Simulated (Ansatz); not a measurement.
Ideal-gas functions of `C=C=NC` at 298.15 K and 1 bar, from an Ansatz frequency run at PBE0-D4/def2-TZVP.

Molar mass 55.08 g/mol, point group Cs (symmetry number 1), electronic degeneracy 1, moments of inertia 11.599, 112.654, 117.618 u Å². Harmonic wavenumbers (cm⁻¹, unscaled): 139, 212, 383, 561, 622, 710, 913, 996, 1133, 1136, 1272, 1430, 1455, 1481, 1494, 2169, 3037, 3122, 3132, 3183, 3273.

Use S(trans) = R[1.5 ln M + 2.5 ln T − 1.1517]; rotational temperatures θ = 24.2544 K / I; S(rot) = R[ln(√π/σ · √(T³/θAθBθC)) + 1.5]; for each mode x = 1.438777 ν̃/T, S = R[x/(eˣ − 1) − ln(1 − e⁻ˣ)] and H = RT x/(eˣ − 1); 1 cm⁻¹ = 0.0119627 kJ/mol; R = 8.31446 J/(mol·K).

By hand: the entropy, in J/(mol·K).

Translation 158.9. Rotation: θ = 2.0911, 0.2153, 0.2062 K, giving 98.2. Vibration, mode by mode: 11.79, 8.48, 4.30, 2.18, 1.73, 1.23, 0.55, 0.40, 0.23, 0.23, 0.13, 0.07, 0.06, 0.05, 0.05, 0.00, 0.00, 0.00, 0.00, 0.00, 0.00, in all 31.5. Electronic 0.0. Sum 288.6 J/(mol·K).

By hand: H − E and G − E in kJ/mol, counted from the electronic energy.

Zero-point energy ½ × 31853 × 0.0119627 = 190.5; thermal vibration 5.6; translation, rotation and pV give 4 RT = 9.9. H − E = 206.0 kJ/mol, and G − E = 206.0 − 298.15 × 288.6/1000 = 120.0 kJ/mol.

Vibration gives 11 % of the entropy, 11.8 J/(mol·K) of it from the mode under 150 cm⁻¹: soft modes count most, and the harmonic formula is weakest for them.
